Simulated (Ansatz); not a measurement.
Reaction (SMILES): OC=O + H+ → O=C[OH2+]
B3LYP-D3(BJ)/def2-TZVP geometries, fixed; electronic energies without zero-point terms; positive where energy is released.

Basis-set convergence of the proton affinity at PBE with Ansatz (a first-principles code). Cartesian d functions, on some or all atoms, in 6-31+G*; all else is spherical. The program fits the integrals of some runs and decomposes those of others, by size. Species with rotatable bonds are taken in one conformer. The proton sits at the site shown, which need not be the one that binds it best. No added dispersion term, no relativity. Functions are those of the species that has most. Reference: the value in aug-pcseg-3, 162.29 kcal/mol, itself unsure by roughly 0.02 kcal/mol (its mean distance from aug-cc-pVQZ, def2-QZVPPD, pcseg-3). Deviations are taken from unrounded values.

```csv
basis,functions,proton affinity (kcal/mol),minus reference (kcal/mol)
pcseg-0,33,164.89,2.60
cc-pVDZ,57,164.92,2.63
pcseg-1,57,159.30,-2.99
6-31+G*,63,157.13,-5.16
6-311+G**,84,162.02,-0.27
"6-311++G(2d,2p)",111,161.58,-0.71
cc-pVTZ,132,163.82,1.53
pcseg-2,132,162.26,-0.03
"6-311++G(3df,3pd)",171,161.94,-0.35
cc-pVQZ,255,162.94,0.65
pcseg-3,279,162.29,0.00
```

The smallest set listed that lies within 0.5 kcal/mol of the reference with all its larger relatives (same family, alike in diffuse functions; a set with none counts only in the reference's own line) is pcseg-2 (132 functions, -0.03 kcal/mol off). Inside the window by cancellation, since a larger relative falls out: 6-311+G**. Inside, with no larger relative to test it: 6-311++G(3df,3pd).
